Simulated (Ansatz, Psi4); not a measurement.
System: dimethylether, C₂H₆O (charge 0, singlet). SMILES: COC
Geometry: optimised at B3LYP-D3(BJ)/def2-TZVP (Ansatz, a quantum-chemistry and plane-wave program).

Quantity: atomisation energy, in kcal/mol. Set-up: spin-orbit terms left out; LANL2DZ all-electron up to Ne; 6-311+G** with 5d; atomisation electronic, to ground-state atoms; 6-31G* and kin with 6d, 5d where marked; non-relativistic; valence correlation only; open shells spin-unrestricted; no dispersion term unless named. CBS(X,Y): correlation extrapolated as X^-3; Hartree-Fock from the larger set. [CCSD(T)-MP2]/basis is that difference in the basis named. First-principles rows: single points at B3LYP-D3(BJ) geometries (Ansatz).

Coupled cluster (Ansatz) is a level with limits of its own, used here on species with T1 under 0.025 (0.045 for open shells) and stable references: RI-MP2/CBS(aug-cc-pVTZ,aug-cc-pVQZ)+[CCSD(T)-MP2]/aug-cc-pVTZ.

Value to compare with, RI-MP2/CBS(aug-cc-pVTZ,aug-cc-pVQZ)+[CCSD(T)-MP2]/aug-cc-pVTZ (Ansatz): 798.6 kcal/mol.

```
level                           program  atomisation energy (kcal/mol)  difference
-----------------------  --------------  -----------------------------  ----------
HF/STO-3G                        Ansatz                          710.3       -88.3
SVWN5/6-31G*                     Ansatz                          915.3       116.7
PBE/3-21G                        Ansatz                          801.2         2.6
PBE/6-311+G**                    Ansatz                          805.3         6.7
B3LYP/STO-3G                     Ansatz                          931.3       132.7
B3LYP/LANL2DZ                    Ansatz                          766.3       -32.3
B3LYP/6-31G*                     Ansatz                          797.0        -1.6
B3LYP/6-311+G**                  Ansatz                          790.5        -8.1
wB97X-D/6-311+G**                  Psi4                          791.5        -7.1
MP2/STO-3G                       Ansatz                          785.5       -13.1
B3LYP-D3(BJ)/def2-TZVPD  Ansatz + dftd3                          798.8         0.2
PBE0/def2-TZVPD                  Ansatz                          795.6        -3.0
```

Among the 10 habitual levels, B3LYP/STO-3G lies farthest from RI-MP2/CBS(aug-cc-pVTZ,aug-cc-pVQZ)+[CCSD(T)-MP2]/aug-cc-pVTZ (Ansatz) (132.7 kcal/mol) and B3LYP/6-31G* nearest (-1.6); 4 of 10 lie above it, and their mean absolute difference is 40.9 kcal/mol, the median 10.6. One case shows no general order.

The levels are drawn from those run, B3LYP/6-31G* more often than the rest, none by its result; runs whose electronic state is in doubt are left out.
